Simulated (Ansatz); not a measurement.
# CH2O+ (doublet): wave-function methods side by side, cc-pVDZ

How much of the correlation energy of CH2O+ (doublet) does each wave-function method recover here?

Method: cc-pVDZ, core rule «outside noble gas», up to 2 orbitals frozen; program: Ansatz 0.2.0, Gaussian basis.

The runs, in order: UHF; CCSD(T) on ROHF; CCSD(T) on UHF; BCCD(T) on ROHF; CISD; CCSDT(Q) on ROHF; CCSDT(Q) on UHF; CASSCF and MRCISD+Q, 11 electrons in 10 orbitals; CASSCF and NEVPT2, 11 electrons in 10 orbitals.

6 further runs of the same task are left out: 6 set aside as unsound or not needed.

## 1. What is computed

The geometry is a PBE0/def2-TZVP stationary point (not a proven minimum) of the parent state, kept for this charge and spin.

4 atoms, charge 1, spin multiplicity 2.

Atoms are counted from 1 here; the program's logs count them from 0.

Bond lengths: O1–C2 1.195 Å, C2–H3 1.109 Å, C2–H4 1.109 Å. Angles: O1–C2–H3 122.0°, O1–C2–H4 122.0°, H3–C2–H4 115.9°.

## 2. UHF

File in.yaml:

```yaml
crystal:
  periodic: [false, false, false]
  atoms:
    - {symbol: O, position_ang: [0.000000, 0.000000, 0.597913]}
    - {symbol: C, position_ang: [0.000000, 0.000000, -0.597504]}
    - {symbol: H, position_ang: [0.000000, -0.940035, -1.185490]}
    - {symbol: H, position_ang: [0.000000, 0.940035, -1.185490]}
basis:
  gaussian: {orbitals: cc-pVDZ}
total_charge: 1
magnetization: {spin_polarized: true, initial_magnetization: 1}
hamiltonian: {xc: hf}
output: {orbitals: {seedname: orbitals}}
```

Command:

```console
$ ansatz run in.yaml --threads 1 --pin off --events-out ev --progress --plain --max-ram 4096MiB --backend cpu
```

After this run come: CCSD(T) on ROHF; CCSD(T) on UHF; BCCD(T) on ROHF; CISD; CCSDT(Q) on ROHF; CCSDT(Q) on UHF; CASSCF and MRCISD+Q, 11 electrons in 10 orbitals; CASSCF and NEVPT2, 11 electrons in 10 orbitals.

**Question.** What will the summary of the whole plan be? Wanted: UCCSDT(Q) below the RHF energy; RMP2 from UCCSDT(Q); UMP2 from UCCSDT(Q); RCCSD from UCCSDT(Q); RCCSD(T) from UCCSDT(Q); UCCSD(T) from UCCSDT(Q); RCCSDT(Q) from UCCSDT(Q); NEVPT2 valence from UCCSDT(Q); MRCISD+Q valence from UCCSDT(Q).

As calculated:

| quantity | value |
| --- | --- |
| UCCSDT(Q) below the RHF energy | -8.4671 eV |
| RMP2 from UCCSDT(Q) | +26.96 kcal/mol |
| UMP2 from UCCSDT(Q) | +26.66 kcal/mol |
| RCCSD from UCCSDT(Q) | +6.83 kcal/mol |
| RCCSD(T) from UCCSDT(Q) | +1.11 kcal/mol |
| UCCSD(T) from UCCSDT(Q) | +1.17 kcal/mol |
| RCCSDT(Q) from UCCSDT(Q) | +0.06 kcal/mol |
| NEVPT2 valence from UCCSDT(Q) | +20.41 kcal/mol |
| MRCISD+Q valence from UCCSDT(Q) | +0.68 kcal/mol |
| levels within 1 kcal/mol (43 meV) | RCCSDT, UCCSDT, RCCSDT(Q), MRCISD+Q valence |
| T1 diagnostic | 0.045 |
| effectively unpaired electrons | 1.04 |

**Reading.** RCCSD(T) lands +1.11 kcal/mol from the yardstick (0.6 % of the correlation energy). The occupations are near whole numbers, but T1 = 0.045 shows that the orbitals relax strongly. Of the multireference levels listed MRCISD+Q valence comes nearest in total energy (+0.68 kcal/mol), which doesn't show that its space is the better one. These misses are within one basis, not against nature; the frozen cores of restricted and unrestricted runs differ, which can shift their rows.
